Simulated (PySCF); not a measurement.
2-cyclobutene-1-one, C4H4O.
SMILES with atom numbers: `[O:1]=[C:2]1[CH:3]=[CH:4][CH2:5]1` (hydrogens: H6 on C3; H7 on C4; H8, H9 on C5)

The closed-shell ground state was solved at several levels (PySCF, density fitting, gas phase, non-relativistic). Geometry: PBE0-D3(BJ)/def2-SVP; no solvent, vibrations or thermal averaging.

```json
{"level": "PBE0/pcSseg-1", "basis functions": "105", "HOMO (eV)": "-7.41", "LUMO (eV)": "-1.53", "gap (eV)": "5.88", "dipole (D)": "3.33"}
{"level": "B3LYP/pcJ-1", "basis functions": "175", "HOMO (eV)": "-7.14", "LUMO (eV)": "-1.73", "gap (eV)": "5.41", "dipole (D)": "3.34"}
{"level": "B3LYP/def2-SVPD", "basis functions": "135", "HOMO (eV)": "-7.21", "LUMO (eV)": "-1.84", "gap (eV)": "5.37", "dipole (D)": "3.57"}
```

(1) What might KT2/pcSseg-2 (236 basis functions) give for the same quantities?

(2) Over all these levels, which gives the widest orbital gap and which the narrowest?

(3) How far do the dipole and the HOMO energy spread over the levels?

## Answers

(1) HOMO -6.04 eV, LUMO -2.55 eV, gap 3.49 eV, dipole 3.31 D.

(2) PBE0/pcSseg-1 (global hybrid, 25 % exact exchange) has the widest, 5.88 eV, and KT2/pcSseg-2 (GGA) the narrowest, 3.49 eV. Functional and basis both differ between the two, so the spread mixes both effects.

(3) The dipole runs from 3.31 to 3.57 D (mean 3.39 D) and the HOMO from -7.41 to -6.04 eV.
